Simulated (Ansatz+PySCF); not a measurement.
Values are calculated unless marked as measured or tabulated.
## Ansatz (development build ahead of 0.2.0) run

```yaml
crystal:
  periodic: [false, false, false]
  atoms:
    - { symbol: O, position_ang: [-0.00212, 0.37647, -0.00407] }
    - { symbol: H, position_ang: [-0.00086, -0.18709, -0.83384] }
    - { symbol: H, position_ang: [-0.00893, -0.19193, 0.82115] }
basis:
  gaussian: { orbitals: cc-pVTZ }
total_charge: 1
magnetization:
  spin_polarized: true
  initial_magnetization: 1
hamiltonian:
  xc: hf
correlation:
  method: mp2
  frozen_orbitals: { H: 0, O: 1 }
output:
  forces: true
```

The input is written out in the form of the current development build from the run's settings.

Output:

* Converged: yes
* Reference energy: -75.65781 hartree
* Correlation energy: -0.19863 hartree
* Total energy: -75.85644 hartree
* Spin squared of the determinant: 0.758
* Stability test: minimum
* Occupied orbitals by symmetry in an Abelian subgroup (alpha; beta): 4 A' 1 A''; 4 A'

Forces (eV/Å):
```csv
atom,Fx,Fy,Fz
O1,0.000,0.004,-0.033
H2,-0.001,0.008,0.266
H3,0.001,-0.013,-0.232
```
